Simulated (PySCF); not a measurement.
# Carbon: a sound run and one with changed settings

Sound run: C [He] 2s2 2p2, C⁺ [He] 2s2 2p1. Computed with PySCF 2.14 in cc-pVTZ, with no relativity, point nucleus. In the sound run the correlated levels freeze 1s2. The sound run starts from symmetry-adapted Hartree-Fock orbitals and uses a fine grid where one is needed.

A second run was set up differently.

```json
{"species": "C", "method": "UHF", "sound run (hartree)": "-37.69157", "changed run (hartree)": "-37.69157", "converged": "yes"}
{"species": "C", "method": "PBE", "sound run (hartree)": "-37.79492", "changed run (hartree)": "-37.79492", "converged": "yes"}
{"species": "C", "method": "MN15", "sound run (hartree)": "-37.80922", "changed run (hartree)": "-37.80922", "converged": "yes"}
{"species": "C", "method": "MP2", "sound run (hartree)": "-37.75849", "changed run (hartree)": "-37.72039", "converged": "yes"}
{"species": "C", "method": "CCSD(T)", "sound run (hartree)": "-37.78076", "changed run (hartree)": "-37.78076", "converged": "yes"}
{"species": "C⁺", "method": "UHF", "sound run (hartree)": "-37.29475", "changed run (hartree)": "-37.29475", "converged": "yes"}
{"species": "C⁺", "method": "PBE", "sound run (hartree)": "-37.37136", "changed run (hartree)": "-37.37136", "converged": "yes"}
{"species": "C⁺", "method": "MN15", "sound run (hartree)": "-37.39333", "changed run (hartree)": "-37.39333", "converged": "yes"}
{"species": "C⁺", "method": "MP2", "sound run (hartree)": "-37.34544", "changed run (hartree)": "-37.31576", "converged": "yes"}
{"species": "C⁺", "method": "CCSD(T)", "sound run (hartree)": "-37.37042", "changed run (hartree)": "-37.37042", "converged": "yes"}
```

Ionisation energy of C:

```json
{"method": "UHF", "sound run (eV)": "10.798", "changed run (eV)": "10.798"}
{"method": "PBE", "sound run (eV)": "11.526", "changed run (eV)": "11.526"}
{"method": "MN15", "sound run (eV)": "11.317", "changed run (eV)": "11.317"}
{"method": "MP2", "sound run (eV)": "11.240", "changed run (eV)": "11.011"}
{"method": "SCS-MP2", "sound run (eV)": "11.111", "changed run (eV)": "10.954"}
{"method": "CCSD", "sound run (eV)": "11.142", "changed run (eV)": "11.142"}
{"method": "CCSD(T)", "sound run (eV)": "11.166", "changed run (eV)": "11.166"}
```

**Question.** What was changed?
A. all electrons correlated in a valence basis
B. level shift left on
C. angular grid far too coarse
D. radial grid too coarse

**Answer.** B. It used initial guess 1e, at most 50 SCF cycles, level shift 2.0 hartree. A level shift leaves the converged SCF energy unchanged but raises the virtual orbital energies, which shrinks MP2 if it is not removed.
